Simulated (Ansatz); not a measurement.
A nudged elastic band was laid between two geometries of C$_{2}$HFO$_{2}$ (6 atoms, charge 0, multiplicity 1).

These are results of RKS PBE-D4/def2-SVP (Ansatz), not measurements.

```json
{
 "movable images": "5",
 "climbing image": "yes",
 "spring": "5.0 eV/Å²",
 "optimiser": "quadratic models (default)",
 "start path": "through a guess of the saddle point",
 "force threshold": "0.05 eV/Å",
 "iteration limit": "60",
 "end points": "relaxed"
}
```

First end point:

```xyz
6
Properties=species:S:1:pos:R:3
O -0.644 -1.946 0.071
C -0.120 -0.873 0.029
O 1.112 -0.348 -0.200
C -0.017 0.583 0.064
F -0.390 1.324 -0.990
H 0.101 1.194 0.979
```

Last end point:

```xyz
6
Properties=species:S:1:pos:R:3
O -0.854 -2.147 -0.050
C -0.457 -1.038 -0.164
O 1.099 0.635 0.407
C -0.008 0.217 -0.251
F -0.565 1.072 -1.149
H 0.826 1.198 1.161
```

**Question.** What changes between the two ends?

**Answer.** Bonds broken: C2–O3, C4–H6. Bonds formed: O3–H6.

**Question.** What energy profile does the band end with?

**Answer.** It converged. The highest image is number 4 of 0 to 6, 2.47 eV above the first end and 1.78 eV above the last; the last end lies 0.69 eV above the first. The profile has 2 maxima (images 2, 4) with wells between them (image 3): this band takes more than one step, which may be the mechanism or a detour left from its start path. Neighbouring images differ by up to 2.1 eV, so the band resolves the path poorly. A vibrational analysis at the climbing image gives one clearly imaginary mode, 277i cm⁻¹: a first-order saddle point. The orbitals stay closed-shell, which can raise the energy where a bond breaks towards radicals; this wasn't checked here.

| image | path coordinate (Å) | energy (eV) | C2–O3 (Å) | C4–H6 (Å) | O3–H6 (Å) |
| --- | --- | --- | --- | --- | --- |
| 0 | 0.00 | 0.00 | 1.36 | 1.11 | 2.19 |
| 1 | 1.04 | 2.10 | 1.31 | 1.21 | 1.53 |
| 2 | 2.09 | 2.25 | 1.35 | 2.36 | 0.98 |
| 3 | 3.13 | 2.10 | 1.34 | 2.45 | 0.98 |
| 4 | 4.18 | 2.47 | 1.55 | 2.29 | 0.98 |
| 5 | 5.00 | 1.07 | 2.16 | 1.93 | 0.98 |
| 6 | 5.82 | 0.69 | 2.36 | 1.91 | 0.98 |

**Question.** What is the geometry of the highest image?

**Answer.** 
```xyz
6
Properties=species:S:1:pos:R:3
O -0.412 -1.822 0.186
C -0.226 -0.677 -0.070
O 0.995 0.173 0.355
C -0.689 0.650 -0.316
F -0.539 1.195 -1.502
H 0.914 0.417 1.302
```

Run time: 4.9 min on 1 thread of Arm Neoverse V2, on a shared host, peak memory 0.25 GiB.
